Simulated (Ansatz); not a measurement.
Process, species as SMILES: S=C=S → C atom + 2 S atom
B3LYP-D3(BJ)/def2-TZVP geometries, fixed; electronic energies without zero-point terms.
Largest species:
```
C
S 1 1.5527
S 1 1.5527 2 180.00
```

Basis-set convergence of the atomisation energy at CCSD(T) with Ansatz (an electronic-structure program). Cartesian d functions, on some or all atoms, in 6-311G**, 6-311+G**; all else is spherical. Cores are frozen. Open shells are unrestricted. No added dispersion term, no relativity. Functions are those of the species that has most. Reference: Hartree-Fock in aug-cc-pV(Q+d)Z plus the correlation part extrapolated as X^-3 from aug-cc-pV(T+d)Z and aug-cc-pV(Q+d)Z, 278.33 kcal/mol, itself unsure by roughly 1.65 kcal/mol (a third of the extrapolation step and of the last Hartree-Fock step). Deviations are taken from unrounded values.

```
basis            functions  atomisation energy (kcal/mol)
---------------  ---------  -----------------------------
def2-SVP                50                         256.74
def2-SVPD               74                         253.27
pcseg-1                 50                         248.40
aug-pcseg-1             77                         249.94
cc-pV(D+d)Z             60                         250.93
aug-cc-pV(D+d)Z         87                         251.36
6-311G**                72                         253.71
6-311+G**               84                         253.98
pcseg-2                 98                         268.67
aug-pcseg-2            146                         269.44
def2-TZVP              105                         266.84
def2-TZVPD             129                         267.02
cc-pV(T+d)Z            108                         266.14
aug-cc-pV(T+d)Z        156                         267.80
def2-TZVPP             115                         267.37
def2-TZVPPD            139                         267.45
cc-pV(Q+d)Z            183                         273.31
aug-cc-pV(Q+d)Z        258                         274.26
pcseg-3                188                         273.62
aug-pcseg-3            263                         273.86
def2-QZVPP             197                         273.29
def2-QZVPPD            221                         273.34
```

What the diffuse functions change, pair by pair:
- def2-SVP to def2-SVPD: 24 more functions, deviation -21.59 to -25.06 kcal/mol
- pcseg-1 to aug-pcseg-1: 27 more functions, deviation -29.93 to -28.40 kcal/mol
- cc-pV(D+d)Z to aug-cc-pV(D+d)Z: 27 more functions, deviation -27.40 to -26.98 kcal/mol
- 6-311G** to 6-311+G**: 12 more functions, deviation -24.63 to -24.35 kcal/mol
- pcseg-2 to aug-pcseg-2: 48 more functions, deviation -9.66 to -8.90 kcal/mol
- def2-TZVP to def2-TZVPD: 24 more functions, deviation -11.49 to -11.31 kcal/mol
- cc-pV(T+d)Z to aug-cc-pV(T+d)Z: 48 more functions, deviation -12.20 to -10.53 kcal/mol
- def2-TZVPP to def2-TZVPPD: 24 more functions, deviation -10.96 to -10.89 kcal/mol
- cc-pV(Q+d)Z to aug-cc-pV(Q+d)Z: 75 more functions, deviation -5.02 to -4.07 kcal/mol
- pcseg-3 to aug-pcseg-3: 75 more functions, deviation -4.71 to -4.48 kcal/mol
- def2-QZVPP to def2-QZVPPD: 24 more functions, deviation -5.05 to -5.00 kcal/mol

Leaving out the reference's own pair, they bring the value nearer the reference by more than 1.65 kcal/mol in 1 of 10 pairs.
